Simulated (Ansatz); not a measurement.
Species: C$_{3}$H$_{7}$O, net charge -1, singlet state. It need not be the lowest isomer of its formula. Whether it binds its extra electron was not tested at this geometry. 
Structure (B3LYP-D3(BJ)/def2-TZVP (Ansatz, a first-principles code) minimum search):
SMILES: CC(C)[O-]
```xyz
11

O      0.1010     1.4162    -0.1253
C      0.0130     0.1766     0.3347
H      0.0081     0.0887     1.4746
C     -1.3047    -0.5436    -0.0971
C      1.2140    -0.7235    -0.1001
H     -1.3415    -0.5920    -1.1923
H      1.2410    -0.7765    -1.1954
H     -2.1566     0.0541     0.2394
H      2.1429    -0.2529     0.2343
H     -1.4034    -1.5624     0.3098
H      1.1679    -1.7460     0.3068
```
Charge -1, spin multiplicity 1.

Parts of the frozen-core correlation energy in cc-pVDZ (Ansatz, hartree). Frozen orbitals: 4; correlated occupied orbitals by spin: 13 and 13; virtual: 74 and 74. Spin-orbit coupling is left out. No relativistic terms.

| term | value |
|---|---|
| reference (HF) | -192.48872 |
| MP2 opposite-spin | -0.47987 |
| MP2 same-spin | … |
| CCSD correlation | … |
| (T) | … |
| T1 diagnostic | 0.015 |
| largest doubles amplitude | 0.025 |

Task: What belongs in the gaps?

Result: 
- MP2 same-spin, value: -0.15368
- CCSD correlation, value: -0.67848
- (T), value: -0.01979
